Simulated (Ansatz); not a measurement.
**BN (quintet): wave-function methods side by side, def2-QZVPP**

One table from this session's results is given with a row withheld; the runs are named, their logs left out.

Computed with Ansatz 0.2.0, Gaussian basis. Level: def2-QZVPP, core rule «outside noble gas», up to 2 orbitals frozen.

To be run: UHF; ROHF; CCSD(T) on UHF.

2 further runs of the same task are left out: 2 set aside as unsound or not needed.

## What is computed

The geometry is a PBE0/def2-TZVP stationary point (not a proven minimum) of the parent state, kept for this charge and spin.

2 atoms, charge 0, spin multiplicity 5.

Atoms are counted from 1 here; the program's logs count them from 0.

Bond lengths: B1–N2 1.315 Å.

The first run:

in.yaml reads:

```yaml
crystal:
  periodic: [false, false, false]
  atoms:
    - {symbol: B, position_ang: [0.000000, 0.000000, 0.000000]}
    - {symbol: N, position_ang: [0.000000, 0.000000, 1.315453]}
basis:
  gaussian: {orbitals: "def2-QZVPP.json"}
magnetization: {spin_polarized: true, initial_magnetization: 4}
hamiltonian: {xc: hf}
output: {orbitals: {seedname: orbitals}}
```

Launch:

```console
ansatz run in.yaml --threads 1 --pin off --events-out ev --progress --plain --max-ram 2393MiB
```

Among the steps run: UHF; ROHF; CCSD(T) on UHF.

One table of the session follows, with a row left open; its other results are not shown here.

```
  method  from UCCSD(T) (kJ/mol)
    ROHF                       ?
     UHF                  +517.6
    UMP2                   +72.0
   UCCSD                   +16.7
UCCSD(T)                       0
```

Q: Estimate the row for ROHF from the others.

**Answer.** from UCCSD(T) (kJ/mol): +532.8. In the column «from UCCSD(T) (kJ/mol)» it is the highest.
